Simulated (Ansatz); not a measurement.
# C2H4FNO: the cost of one run

Method: RKS PBE/def2-SVP, in Ansatz 0.2.0.

### 1 The system as given

Bond lengths: C1–N2 1.470 Å, N2–C3 1.312 Å, C3–O4 1.259 Å, C3–F5 1.325 Å, C1–H6 1.111 Å, C1–H7 1.054 Å, C1–H8 1.134 Å, O4–H9 0.967 Å. Angles: C1–N2–C3 115.7°, N2–C1–H6 111.0°, N2–C1–H7 113.1°, N2–C1–H8 110.2°, H6–C1–H7 110.7°, H6–C1–H8 103.6°, H7–C1–H8 107.9°, N2–C3–O4 116.1°, N2–C3–F5 121.0°, O4–C3–F5 122.7°, C3–O4–H9 109.6°.

Structure file:

```xyz
9

C     1.0640    0.3391    0.6823
N     0.0754   -0.6214    0.1709
C    -0.8628   -0.1172   -0.5958
O    -1.6702   -0.9422   -1.0989
F    -0.8893    1.1762   -0.8825
H     1.5503    0.8909   -0.1509
H     1.7875   -0.1057    1.3073
H     0.5459    1.1543    1.2757
H    -1.5123   -1.8203   -0.7252
```

### 2 End point A

Contents of input.yaml:

```yaml
crystal:
  periodic: [false, false, false]
  atoms:
    - { symbol: C, position_ang: [1.064, 0.3391, 0.6823] }
    - { symbol: "N", position_ang: [0.0754, -0.6214, 0.1709] }
    - { symbol: C, position_ang: [-0.8628, -0.1172, -0.5958] }
    - { symbol: O, position_ang: [-1.6702, -0.9422, -1.0989] }
    - { symbol: F, position_ang: [-0.8893, 1.1762, -0.8825] }
    - { symbol: H, position_ang: [1.5503, 0.8909, -0.1509] }
    - { symbol: H, position_ang: [1.7875, -0.1057, 1.3073] }
    - { symbol: H, position_ang: [0.5459, 1.1543, 1.2757] }
    - { symbol: H, position_ang: [-1.5123, -1.8203, -0.7252] }
basis:
  gaussian: { orbitals: def2-SVP }
hamiltonian:
  xc: pbe
relax:
  f_tol: 0.02
  max_steps: 50
```

Run with:

```
$ ansatz run input.yaml --threads 2 --pin off --max-ram 3072MiB --backend cpu --events-out ev --progress --plain --runs-dir out
```

Q: Estimate wall time and peak memory on 2 threads of Intel Xeon Platinum 8488C (Sapphire Rapids), shared host.

About 22 s, with a peak of 0.16 GiB.
